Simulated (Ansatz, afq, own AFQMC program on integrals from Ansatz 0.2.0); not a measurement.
**Atomization energy of BHO₂, singlet**

```xyz
4

O    -1.5521    0.5232    0.4196
B    -0.4193    0.1298    0.2555
O     0.8200   -0.3036    0.1138
H     1.1514   -0.3494   -0.7889
```

Connectivity, by distances: O–B–OH.

Atoms in their ground-state spins without spin–orbit coupling (mostly on UHF) minus the molecule (RHF), without zero-point energy. The geometry is a stationary point, not shown to be a minimum.

Basis def2-TZVP. Noble-gas cores (and the filled d shells of Ga–Kr and In–Xe) are frozen. Integrals, coupled cluster, full CI and functionals: Ansatz 0.2.0; the random walks run on the same integrals in our own AFQMC program. The CISD trial takes its coefficients from CCSD amplitudes. Released means that phaseless walkers are propagated on without the constraint, phases kept. Uncertainties: one standard error, sampling alone. The errors of all members are added in quadrature.

No full CI on the walks' own integrals is used here; CCSDT(Q) serves as the reference and is uncertain by about the last step of the cluster series. Each member takes its own surest rung, up to full CI.

The best estimate is CCSD(T) at the basis-set limit (CBS: def2-TZVPP and def2-QZVPP, with their diffuse functions for anions and beside diffuse sets, CCSD(T) itself extrapolated) plus the step from CCSD(T) to CCSDT(Q) in def2-TZVP. Rows without CBS are in def2-TZVP; B2PLYP and the wave-function rows carry a basis error of their own. Core correlation and relativity beyond core potentials are missing, and ± holds the sampling alone.

Cautions: BHO₂ (singlet): the ph-AFQMC/HF walk drifts between its halves (2.3 errors); other spins of the molecule weren't checked.

Best estimate: 446.8 kcal/mol.

```csv
level,atomization energy (kcal/mol),error against the best estimate (kcal/mol)
HF,311.2,-135.7
MP2,454.2,7.4
CCSD,420.8,-26.0
CCSD(T),430.2,-16.6
ph-AFQMC/CISD,430.8 ± 0.1,-16.1 ± 0.1
released AFQMC,430.8 ± 0.3,-16.1 ± 0.3
HF/CBS,313.4,-133.4
MP2/CBS,470.7,23.9
CCSD(T)/CBS,446.6,-0.2
PBE,462.3,15.4
r2SCAN,449.7,2.8
PBE0,443.7,-3.1
B3LYP,444.9,-2.0
wB97M-V,448.7,1.8
B2PLYP,444.9,-1.9
surest rungs in def2-TZVP,430.5,-16.4
```

Correlation beyond CCSD(T) adds 0.2 kcal/mol. Going to the basis-set limit adds 16.4 kcal/mol at CCSD(T). The perturbative (T) step is worth +9.4 kcal/mol. The functionals spread over 18.5 kcal/mol; wB97M-V and B2PLYP come nearest and PBE is 15.4 kcal/mol too high.

Best estimates are given only where the step beyond CCSD(T) is under 0.3 eV and no member's determinant is very poor (T1 over 0.05, or 0.07 for open shells, ⟨S²⟩ too high by 0.3, two states mixed), so the hardest cases are missing from such tables.

The functionals ran in a triple-zeta set and keep a basis error of their own, a few kJ/mol for each bond in atomization energies and more for double hybrids, so close places among them and the extrapolated levels can swap.

Each member of a difference takes its own highest rung, so a best estimate needn't equal the limit plus the step of one row. A walk keeps the symmetry of its determinant, which the program's search chose and which needn't be the lowest solution, so a lower state of the same spin and another symmetry isn't excluded. Released energies are given only where the last usable release times agree within the noise; a slower fall can still hide under it.
